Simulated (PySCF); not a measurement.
**Al2+: a composite coupled-cluster curve**

One table from this session's results is given with a row withheld; the runs are named, their logs left out.

Method: CCSD(T) on ROHF, no relativity in the base curves; scalar relativity is added as a correction; program: PySCF 2.14.0.

The first run:

```yaml
molecule: Al2+
state: doublet, unpaired electrons σ ↑
smaller_basis: Al cc-pV(T+d)Z
larger_basis: Al cc-pV(Q+d)Z
frozen_core_orbitals: 10
extrapolation: correlation as n⁻³ (n = 3, 4), Hartree–Fock as (n+1)·exp(−9√n)
corrections: core–valence correlation, scalar relativity
distances_Å: 2.8639, 2.9941, 3.1242, 3.2544, 3.3846, 3.5473, 3.7100
masses_u: 26.9815, 26.9815
dissociation_limit: Al+ + Al
```

The run is started by

```
$ OMP_NUM_THREADS=4 python comp.py task.json out
```

One of the session's tables, all rows but one given; the rest of the session is left out.

Parts of the energy along the bond, in eV from Al+ + Al:

| R (Å) | HF/CBS | CCSD corr. | (T) | core–valence | relativity |
| --- | --- | --- | --- | --- | --- |
| 2.8639 | -0.924 | -0.344 | -0.0608 | -0.0031 | 0.0036 |
| 2.9941 | -1.034 | -0.314 | -0.0569 | -0.0008 | 0.0033 |
| 3.1242 | -1.099 | -0.285 | -0.0531 | 0.0006 | 0.0029 |
| 3.2544 | -1.133 | -0.257 | -0.0495 | 0.0013 | 0.0024 |
| 3.3846 | -1.144 | -0.231 | -0.0461 | 0.0016 | 0.0020 |
| 3.5473 | ? | ? | ? | ? | ? |
| 3.7100 | -1.109 | -0.170 | -0.0390 | 0.0014 | 0.0010 |

Estimate the missing values for R (Å) = 3.5473.

Worked estimate for «HF/CBS». A straight line through the neighbours (3.3846, -1.144) and (3.7100, -1.109) gives -1.144 + (-1.109 + 1.144) × (3.5473 − 3.3846) / (3.7100 − 3.3846) = -1.127; a parabola fitted to 3 rows on both sides gives -1.138.

**Answer.** HF/CBS: -1.135; CCSD corr.: -0.199; (T): -0.0423; core–valence: 0.0016; relativity: 0.0015. In «HF/CBS» the line misses by +0.008 and the parabola by -0.003.

To keep in mind: Spin–orbit coupling and excitations beyond (T) are left out.
